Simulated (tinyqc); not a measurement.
UHF in the sto-3g basis, for CH2, spin multiplicity 3, step by step. One step of it, computed by the program tinyqc.

Problem. Iteration 32 (converged): orbitals. Diagonalise F' = X^T F X, C = X C', fill 5 alpha and 3 beta electrons from the bottom; D(s) = C_occ C_occ^T. Each column has its largest component positive (the first on a tie).

converged F(alpha) (hartree):
```
             1C 1s      1C 2s     1C 2px     1C 2py     1C 2pz      2H 1s      3H 1s
1C 1s   -10.993818  -2.977692   0.000000   0.000000  -0.004066  -0.476146  -0.476146
1C 2s    -2.977692  -1.547643   0.000000  -0.000001   0.044827  -0.550283  -0.550283
1C 2px    0.000000   0.000000  -0.357501   0.000000   0.000000   0.000000   0.000000
1C 2py    0.000000  -0.000001   0.000000  -0.204930   0.000000  -0.325082   0.325082
1C 2pz   -0.004066   0.044827   0.000000   0.000000  -0.278050  -0.224272  -0.224272
2H 1s    -0.476146  -0.550283   0.000000  -0.325082  -0.224272  -0.306445  -0.127147
3H 1s    -0.476146  -0.550283   0.000000   0.325082  -0.224272  -0.127147  -0.306447
```

converged F(beta) (hartree):
```
             1C 1s      1C 2s    1C 2px     1C 2py     1C 2pz      2H 1s      3H 1s
1C 1s   -10.936304  -2.926416  0.000000   0.000000  -0.003826  -0.464793  -0.464793
1C 2s    -2.926416  -1.144533  0.000000   0.000001  -0.211381  -0.513813  -0.513813
1C 2px    0.000000   0.000000  0.388402   0.000000   0.000000   0.000000   0.000000
1C 2py    0.000000   0.000001  0.000000  -0.037183   0.000000  -0.312189   0.312189
1C 2pz   -0.003826  -0.211381  0.000000   0.000000   0.283122  -0.181252  -0.181252
2H 1s    -0.464793  -0.513813  0.000000  -0.312189  -0.181252  -0.325829  -0.107543
3H 1s    -0.464793  -0.513813  0.000000   0.312189  -0.181252  -0.107543  -0.325827
```

X:
```
            1C 1s      1C 2s    1C 2px     1C 2py     1C 2pz      2H 1s      3H 1s
1C 1s    1.026364  -0.145613  0.000000   0.000000  -0.008980   0.022447   0.022447
1C 2s   -0.145613   1.169202  0.000000   0.000000   0.079741  -0.238049  -0.238049
1C 2px   0.000000   0.000000  1.000000   0.000000   0.000000   0.000000   0.000000
1C 2py   0.000000   0.000000  0.000000   1.104825   0.000000  -0.206826   0.206826
1C 2pz  -0.008980   0.079741  0.000000   0.000000   1.043866  -0.131483  -0.131483
2H 1s    0.022447  -0.238049  0.000000  -0.206826  -0.131483   1.145048  -0.016920
3H 1s    0.022447  -0.238049  0.000000   0.206826  -0.131483  -0.016920   1.145048
```

Give: F' = X^T F X; orbital energies; coefficients C; F' = X^T F X; orbital energies; coefficients C; D(alpha) after iteration 32; D(beta) after iteration 32.

Solution.

F' = X^T F X (alpha) (hartree):
```
          1        2        3        4        5        6        7
1  -10.7607  -1.5594   0.0000   0.0000  -0.0397  -0.0314  -0.0314
2   -1.5594  -0.8137   0.0000   0.0000   0.1985  -0.3423  -0.3423
3    0.0000   0.0000  -0.3575   0.0000   0.0000   0.0000   0.0000
4    0.0000   0.0000   0.0000   0.0316   0.0000  -0.3552   0.3552
5   -0.0397   0.1985   0.0000   0.0000  -0.1729  -0.2375  -0.2375
6   -0.0314  -0.3423   0.0000  -0.3552  -0.2375   0.0251  -0.0278
7   -0.0314  -0.3423   0.0000   0.3552  -0.2375  -0.0278   0.0251
```

orbital energies (alpha) (hartree): MO1 -11.0007, MO2 -0.8405, MO3 -0.4602, MO4 -0.4028, MO5 -0.3575, MO6 0.4940, MO7 0.5447

coefficients C (alpha):
```
            MO1      MO2      MO3      MO4     MO5      MO6      MO7
1C 1s    0.9926  -0.2519   0.0000   0.0692  0.0000  -0.1488   0.0000
1C 2s    0.0300   0.8662   0.0000  -0.3527  0.0000   0.7952   0.0000
1C 2px   0.0000   0.0000   0.0000   0.0000  1.0000   0.0000   0.0000
1C 2py   0.0000   0.0000   0.5848   0.0000  0.0000   0.0000   0.9819
1C 2pz   0.0025  -0.0427   0.0000   0.7972  0.0000   0.7023   0.0000
2H 1s   -0.0056   0.1795   0.4270   0.3024  0.0000  -0.7662  -0.7318
3H 1s   -0.0056   0.1795  -0.4270   0.3024  0.0000  -0.7662   0.7318
```

F' = X^T F X (beta) (hartree):
```
          1        2       3        4        5        6        7
1  -10.7070  -1.5696  0.0000   0.0000  -0.0060  -0.0275  -0.0275
2   -1.5696  -0.3653  0.0000   0.0000  -0.0670  -0.3564  -0.3564
3    0.0000   0.0000  0.3884   0.0000   0.0000   0.0000   0.0000
4    0.0000   0.0000  0.0000   0.2213   0.0000  -0.3665   0.3665
5   -0.0060  -0.0670  0.0000   0.0000   0.3733  -0.1981  -0.1981
6   -0.0275  -0.3564  0.0000  -0.3665  -0.1981  -0.0159  -0.0181
7   -0.0275  -0.3564  0.0000   0.3665  -0.1981  -0.0181  -0.0159
```

orbital energies (beta) (hartree): MO1 -10.9411, MO2 -0.6347, MO3 -0.4181, MO4 0.2619, MO5 0.3884, MO6 0.5810, MO7 0.6415

coefficients C (beta):
```
            MO1      MO2      MO3      MO4     MO5      MO6      MO7
1C 1s    0.9940  -0.1935   0.0000  -0.1858  0.0000  -0.1256   0.0000
1C 2s    0.0248   0.6100   0.0000   0.8197  0.0000   0.6806   0.0000
1C 2px   0.0000   0.0000   0.0000   0.0000  1.0000   0.0000   0.0000
1C 2py   0.0000   0.0000   0.4686   0.0000  0.0000   0.0000   1.0424
1C 2pz   0.0027   0.1736   0.0000  -0.5682  0.0000   0.8819   0.0000
2H 1s   -0.0048   0.3445   0.5080  -0.3889  0.0000  -0.6640  -0.6781
3H 1s   -0.0048   0.3445  -0.5080  -0.3889  0.0000  -0.6640   0.6781
```

D(alpha) after iteration 32:
```
          1C 1s    1C 2s  1C 2px   1C 2py   1C 2pz    2H 1s    3H 1s
1C 1s    1.0536  -0.2128  0.0000   0.0000   0.0684  -0.0298  -0.0298
1C 2s   -0.2128   0.8756  0.0000   0.0000  -0.3181   0.0487   0.0487
1C 2px   0.0000   0.0000  1.0000   0.0000   0.0000   0.0000   0.0000
1C 2py   0.0000   0.0000  0.0000   0.3420   0.0000   0.2497  -0.2497
1C 2pz   0.0684  -0.3181  0.0000   0.0000   0.6374   0.2334   0.2334
2H 1s   -0.0298   0.0487  0.0000   0.2497   0.2334   0.3060  -0.0587
3H 1s   -0.0298   0.0487  0.0000  -0.2497   0.2334  -0.0587   0.3060
```

D(beta) after iteration 32:
```
          1C 1s    1C 2s  1C 2px   1C 2py   1C 2pz    2H 1s    3H 1s
1C 1s    1.0254  -0.0933  0.0000   0.0000  -0.0309  -0.0714  -0.0714
1C 2s   -0.0933   0.3727  0.0000   0.0000   0.1060   0.2100   0.2100
1C 2px   0.0000   0.0000  0.0000   0.0000   0.0000   0.0000   0.0000
1C 2py   0.0000   0.0000  0.0000   0.2196   0.0000   0.2380  -0.2380
1C 2pz  -0.0309   0.1060  0.0000   0.0000   0.0301   0.0598   0.0598
2H 1s   -0.0714   0.2100  0.0000   0.2380   0.0598   0.3768  -0.1393
3H 1s   -0.0714   0.2100  0.0000  -0.2380   0.0598  -0.1393   0.3767
```
